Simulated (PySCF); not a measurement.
CHO, SMILES O=[CH] (connectivity only; charge and spin as stated), charge +1, multiplicity 1. The structure is a stationary point at r2SCAN-D4/def2-TZVPD. The isomer is the one that the SMILES or the coordinates give; other isomers of the formula were not compared.

The numbers are results of r2SCAN-D4/def2-TZVPD (PySCF), not measurements.

Harmonic wavenumbers (cm⁻¹): 863, 863, 2248, 3215. Rotational constants (GHz): 44.86 (linear); symmetry number 1.

### Question
Work out the zero-point energy and the ideal-gas rigid-rotor harmonic-oscillator thermochemistry at 298.15 K and 1 atm.

### Answer
ZPE = ½ Σ hcν = ½ × 7190 cm⁻¹ = 43.01 kJ/mol. H − E(el) = 52.01 kJ/mol. Entropy in J/(mol K): translation 150.75, rotation 49.31, vibration 1.35, total 201.41. G − E(el) = -8.04 kJ/mol. Cp = 33.74 J/(mol K).
